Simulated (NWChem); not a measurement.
System: NH, triplet; SMILES [NH]

Parts of the log:

```
             Northwest Computational Chemistry Package (NWChem) 7.3.0
             --------------------------------------------------------

 ORDER OF PRIMARY AXIS IS BEING SET TO 4
 C4V symmetry detected

                             Geometry "geometry" -> ""
                             -------------------------

 Output coordinates in angstroms (scale by  1.889725989 to convert to a.u.)

  No.       Tag          Charge          X              Y              Z
 ---- ---------------- ---------- -------------- -------------- --------------
    1 N                    7.0000     0.00000000     0.00000000    -0.13084438
    2 H                    1.0000     0.00000000     0.00000000     0.91591063

 Effective nuclear repulsion energy (a.u.)       3.5387848570

      Symmetry information
      --------------------

 Group name             C4v
 Group number             18
 Group order               8
 No. of unique centers     2

  pbe96 is a nonlocal functional; adding pw91lda local functional.

                                 NWChem DFT Module
                                 -----------------

 Summary of "ao basis" -> "ao basis" (spherical)
 ------------------------------------------------------------------------------
       Tag                 Description            Shells   Functions and Types
 ---------------- ------------------------------  ------  ---------------------
 N                          def2-svp                 6       14   3s2p1d
 H                          def2-svp                 3        5   2s1p

      Symmetry analysis of basis
      --------------------------

        a1          9
        a2          0
        b1          1
        b2          1
        e           8

            General Information
            -------------------
          SCF calculation type: DFT
          Wavefunction type:  spin polarized.
          No. of atoms     :     2
          No. of electrons :     8
           Alpha electrons :     5
            Beta electrons :     3
          Charge           :     0
          Spin multiplicity:     3
          Use of symmetry is: on ; symmetry adaption is: on
          Maximum number of iterations: 150
          AO basis - number of functions:    19
                     number of shells:     9
          Convergence on energy requested:  1.00D-06
          Convergence on density requested:  1.00D-05
          Convergence on gradient requested:  5.00D-04

              XC Information
              --------------
          PerdewBurkeErnzerhof Exchange Functional  1.000
            Perdew 1991 LDA Correlation Functional  1.000 local
           PerdewBurkeErnz. Correlation Functional  1.000 non-local

             Grid Information
             ----------------
          Grid used for XC integration:  xcoarse
          Radial quadrature: Mura-Knowles
          Angular quadrature: Lebedev.
          Tag              B.-S. Rad. Rad. Pts. Rad. Cut. Ang. Pts.
          ---              ---------- --------- --------- ---------
          N                   0.65       21           5.0       194
          H                   0.35       21           5.0       194
          Grid pruning is: on
          Number of quadrature shells:    42
          Spatial weights used:  Erf1

      Superposition of Atomic Density Guess
      -------------------------------------

 Sum of atomic energies:         -54.74346060

      Non-variational initial energy
      ------------------------------

 Total energy =     -54.499076
 1-e energy   =     -81.054914
 2-e energy   =      23.017052
 HOMO         =      -0.236362
 LUMO         =      -0.236362

 !!!!!!!!!!!!!!!!!!!!!!!!!!!!!!!!!!!!!!!!!!!!!!!!!!!!!!!!!!!!!!!!!!!!!!
 Warning - the HOMO and LUMO are degenerate and you are using symmetry.
 This can lead to non-variational energies and poor convergence.
 Modify the initial guess, or use an open-shell wavefunction, or turn
 off symmetry.
 !!!!!!!!!!!!!!!!!!!!!!!!!!!!!!!!!!!!!!!!!!!!!!!!!!!!!!!!!!!!!!!!!!!!!!

   Symmetry analysis of molecular orbitals - initial alpha
   -------------------------------------------------------

 !! scf_movecs_sym_adapt:    2 vectors were symmetry contaminated

  Symmetry fudging

 !! scf_movecs_sym_adapt:    2 vectors were symmetry contaminated

  Numbering of irreducible representations:

     1 a1          2 a2          3 b1          4 b2          5 e

  Orbital symmetries:

     1 a1          2 a1          3 a1          4 e           5 e
     6 a1          7 a1          8 a1          9 e          10 e
    11 a1         12 e          13 e          14 a1         15 b2

   Symmetry analysis of molecular orbitals - initial beta
   ------------------------------------------------------

 !! scf_movecs_sym_adapt:    2 vectors were symmetry contaminated

  Symmetry fudging

 !! scf_movecs_sym_adapt:    2 vectors were symmetry contaminated

  Numbering of irreducible representations:

     1 a1          2 a2          3 b1          4 b2          5 e

  Orbital symmetries:

     1 a1          2 a1          3 a1          4 e           5 e
     6 a1          7 a1          8 a1          9 e          10 e
    11 a1         12 e          13 e          14 a1         15 b2

     ---------------------------------------------
      Total Density - Mulliken Population Analysis
     ---------------------------------------------

    Atom       Charge   Shell Charges
 -----------   ------   -------------------------------------------------------
    1 N    7     7.17   1.99  1.15  0.72  1.84  1.46  0.00
    2 H    1     0.83   0.64  0.16  0.04

     --------------------------------------------
      Spin Density - Mulliken Population Analysis
     --------------------------------------------

    Atom       Charge   Shell Charges
 -----------   ------   -------------------------------------------------------
    1 N    7     1.99   0.00  0.00  0.00  1.06  0.93  0.00
    2 H    1     0.01   0.00  0.00  0.01

   convergence    iter        energy       DeltaE   RMS-Dens  Diis-err
 ---------------- ----- ----------------- --------- --------- ---------
 d= 0,ls=0.0,diis     1    -55.0813103213 -5.86D+01  1.35D-02  5.65D-02
                                                     7.14D-03  1.93D-02
 d= 0,ls=0.0,diis     2    -55.0948444042 -1.35D-02  6.21D-03  1.61D-02
                                                     5.87D-03  1.16D-02
 d= 0,ls=0.0,diis     3    -55.1009680567 -6.12D-03  2.55D-03  2.75D-03
                                                     2.10D-03  1.16D-03
 d= 0,ls=0.0,diis     4    -55.1019877702 -1.02D-03  3.80D-04  8.47D-05
                                                     5.60D-04  7.73D-05
 d= 0,ls=0.0,diis     5    -55.1020347016 -4.69D-05  4.88D-05  3.93D-07
                                                     4.70D-05  3.61D-07
 d= 0,ls=0.0,diis     6    -55.1020351941 -4.93D-07  1.28D-05  2.55D-08
                                                     8.12D-06  6.61D-09
 d= 0,ls=0.0,diis     7    -55.1020352146 -2.04D-08  1.70D-06  2.27D-10
                                                     3.13D-06  1.06D-09

         Total DFT energy =      -55.102035214556
      One electron energy =      -81.533273416117
           Coulomb energy =       30.005484949668
    Exchange-Corr. energy =       -7.113031605115
 Nuclear repulsion energy =        3.538784857008

 Numeric. integr. density =        8.000074449205

                  Occupations of the irreducible representations
                  ----------------------------------------------

                     irrep           alpha         beta
                     --------     --------     --------
                     a1                3.0          3.0
                     a2                0.0          0.0
                     b1                0.0          0.0
                     b2                0.0          0.0
                     e                 2.0          0.0

                    DFT Final Alpha Molecular Orbital Analysis
                    ------------------------------------------

 Vector    3  Occ=1.000000D+00  E=-3.395390D-01  Symmetry=a1
              MO Center=  4.1D-16,  7.4D-17, -9.7D-02, r^2= 9.1D-01
   Bfn.  Coefficient  Atom+Function         Bfn.  Coefficient  Atom+Function
  ----- ------------  ---------------      ----- ------------  ---------------
     6      0.500223  1 N  pz                 3      0.376604  1 N  s
    15     -0.355673  2 H  s                  2      0.256325  1 N  s
     9     -0.250458  1 N  pz                16     -0.168624  2 H  s
     1      0.123097  1 N  s                 12     -0.028594  1 N  d  0

 Vector    4  Occ=1.000000D+00  E=-2.744913D-01  Symmetry=e
              MO Center= -3.0D-16, -2.2D-16, -1.1D-01, r^2= 7.1D-01
   Bfn.  Coefficient  Atom+Function         Bfn.  Coefficient  Atom+Function
  ----- ------------  ---------------      ----- ------------  ---------------
     4      0.591562  1 N  px                 7     -0.419599  1 N  px
     5      0.298073  1 N  py                 8     -0.211425  1 N  py

 Vector    5  Occ=1.000000D+00  E=-2.744913D-01  Symmetry=e
              MO Center= -5.9D-17, -1.6D-17, -1.1D-01, r^2= 7.1D-01
   Bfn.  Coefficient  Atom+Function         Bfn.  Coefficient  Atom+Function
  ----- ------------  ---------------      ----- ------------  ---------------
     5      0.591562  1 N  py                 8     -0.419599  1 N  py
     4     -0.298073  1 N  px                 7      0.211425  1 N  px

 Vector    6  Occ=0.000000D+00  E= 4.348411D-02  Symmetry=a1
              MO Center= -6.7D-17, -7.3D-17,  1.1D+00, r^2= 2.0D+00
   Bfn.  Coefficient  Atom+Function         Bfn.  Coefficient  Atom+Function
  ----- ------------  ---------------      ----- ------------  ---------------
    16      1.522000  2 H  s                  3     -0.837355  1 N  s
     9     -0.561247  1 N  pz                 6      0.347472  1 N  pz
     2     -0.213955  1 N  s                 15      0.173835  2 H  s
     1     -0.091930  1 N  s

 Vector    7  Occ=0.000000D+00  E= 4.893590D-01  Symmetry=a1
              MO Center= -3.5D-17,  2.3D-17,  7.4D-01, r^2= 1.4D+00
   Bfn.  Coefficient  Atom+Function         Bfn.  Coefficient  Atom+Function
  ----- ------------  ---------------      ----- ------------  ---------------
    15      1.335986  2 H  s                 16     -0.895341  2 H  s
     6      0.395073  1 N  pz                 9     -0.267731  1 N  pz
     3     -0.124085  1 N  s                 19      0.122763  2 H  pz
    12      0.117715  1 N  d  0               2      0.079678  1 N  s

 Vector    8  Occ=0.000000D+00  E= 5.911765D-01  Symmetry=a1
              MO Center= -2.3D-15, -3.9D-15, -4.2D-01, r^2= 1.8D+00
   Bfn.  Coefficient  Atom+Function         Bfn.  Coefficient  Atom+Function
  ----- ------------  ---------------      ----- ------------  ---------------
     3      1.951035  1 N  s                  2     -1.568565  1 N  s
    16     -0.749956  2 H  s                  6     -0.366975  1 N  pz
     1     -0.283677  1 N  s                  9     -0.245002  1 N  pz
    15      0.187011  2 H  s                 12      0.028774  1 N  d  0

                     DFT Final Beta Molecular Orbital Analysis
                     -----------------------------------------

 Vector    1  Occ=1.000000D+00  E=-1.402134D+01  Symmetry=a1
              MO Center=  1.6D-22,  1.2D-21, -1.3D-01, r^2= 2.0D-02
   Bfn.  Coefficient  Atom+Function         Bfn.  Coefficient  Atom+Function
  ----- ------------  ---------------      ----- ------------  ---------------
     1      0.989246  1 N  s                  2     -0.038877  1 N  s

 Vector    2  Occ=1.000000D+00  E=-6.497669D-01  Symmetry=a1
              MO Center= -1.4D-17,  2.2D-16,  2.6D-01, r^2= 6.1D-01
   Bfn.  Coefficient  Atom+Function         Bfn.  Coefficient  Atom+Function
  ----- ------------  ---------------      ----- ------------  ---------------
     2      0.524291  1 N  s                 15      0.310063  2 H  s
     3      0.284397  1 N  s                  1      0.258398  1 N  s
     6     -0.161800  1 N  pz                16      0.054741  2 H  s
    19     -0.031879  2 H  pz                 9      0.026669  1 N  pz

 Vector    3  Occ=1.000000D+00  E=-2.967301D-01  Symmetry=a1
              MO Center=  1.3D-17,  2.1D-16, -1.7D-01, r^2= 9.3D-01
   Bfn.  Coefficient  Atom+Function         Bfn.  Coefficient  Atom+Function
  ----- ------------  ---------------      ----- ------------  ---------------
     6      0.469156  1 N  pz                 3      0.442681  1 N  s
    15     -0.347716  2 H  s                  2      0.281456  1 N  s
     9     -0.246822  1 N  pz                16     -0.186135  2 H  s
     1      0.142115  1 N  s

 Vector    4  Occ=0.000000D+00  E=-1.347990D-01  Symmetry=e
              MO Center= -2.5D-16,  4.6D-17, -1.1D-01, r^2= 8.0D-01
   Bfn.  Coefficient  Atom+Function         Bfn.  Coefficient  Atom+Function
  ----- ------------  ---------------      ----- ------------  ---------------
     4      0.575785  1 N  px                 7     -0.513669  1 N  px
     5     -0.163136  1 N  py                 8      0.145537  1 N  py
    17     -0.036526  2 H  px

 Vector    5  Occ=0.000000D+00  E=-1.347990D-01  Symmetry=e
              MO Center= -1.4D-16, -3.5D-16, -1.1D-01, r^2= 8.0D-01
   Bfn.  Coefficient  Atom+Function         Bfn.  Coefficient  Atom+Function
  ----- ------------  ---------------      ----- ------------  ---------------
     5      0.575785  1 N  py                 8     -0.513669  1 N  py
     4      0.163136  1 N  px                 7     -0.145537  1 N  px
    18     -0.036526  2 H  py

 Vector    6  Occ=0.000000D+00  E= 6.099844D-02  Symmetry=a1
              MO Center=  1.2D-16, -1.4D-16,  1.2D+00, r^2= 2.0D+00
   Bfn.  Coefficient  Atom+Function         Bfn.  Coefficient  Atom+Function
  ----- ------------  ---------------      ----- ------------  ---------------
    16      1.574625  2 H  s                  3     -0.920337  1 N  s
     9     -0.581303  1 N  pz                 6      0.341919  1 N  pz
     2     -0.177766  1 N  s                 15      0.129372  2 H  s
     1     -0.091080  1 N  s

     ---------------------------------------------
      Total Density - Mulliken Population Analysis
     ---------------------------------------------

    Atom       Charge   Shell Charges
 -----------   ------   -------------------------------------------------------
    1 N    7     7.11   1.99  1.14  0.76  2.03  1.19  0.01
    2 H    1     0.89   0.73  0.12  0.04

     --------------------------------------------
      Spin Density - Mulliken Population Analysis
     --------------------------------------------

    Atom       Charge   Shell Charges
 -----------   ------   -------------------------------------------------------
    1 N    7     2.05   0.00  0.05 -0.02  1.24  0.78  0.00
    2 H    1    -0.05  -0.05 -0.02  0.01

     -------------------------------------------
      Total Density - Lowdin Population Analysis
     -------------------------------------------

    Atom       Charge   Shell Charges
 -----------   ------   -------------------------------------------------------
    1 N    7     7.03   1.98  0.98  0.74  1.92  1.39  0.01
    2 H    1     0.97   0.61  0.24  0.12

     ------------------------------------------
      Spin Density - Lowdin Population Analysis
     ------------------------------------------

    Atom       Charge   Shell Charges
 -----------   ------   -------------------------------------------------------
    1 N    7     2.00   0.00  0.03 -0.02  1.19  0.78  0.00
    2 H    1     0.00  -0.03 -0.01  0.05

[...]

                         DFT ENERGY GRADIENTS

    atom               coordinates                        gradient
                 x          y          z           x          y          z
   1 N       0.000000   0.000000  -0.247260    0.000000   0.000000   0.009827
   2 H       0.000000   0.000000   1.730820    0.000000   0.000000  -0.009827
```

Level: PBE/def2-SVP, spin-unrestricted. Geometry: optimised at PBE0/def2-SVP, spin-unrestricted. No stability test was run on the SCF state.

Reconstruct the input file.

This is not unique; one that fits is the input that was run:
```
start job
memory heap 200 mb stack 900 mb global 1100 mb
geometry units angstroms noautoz
  N      0.000000     0.000000    -0.139521
  H      0.000000     0.000000     0.907234
end
basis spherical
  N library def2-svp
  H library def2-svp
end
dft
  odft
  mult 3
  xc xpbe96 cpbe96
  grid xcoarse
  iterations 150
  mulliken
end
task dft gradient
```
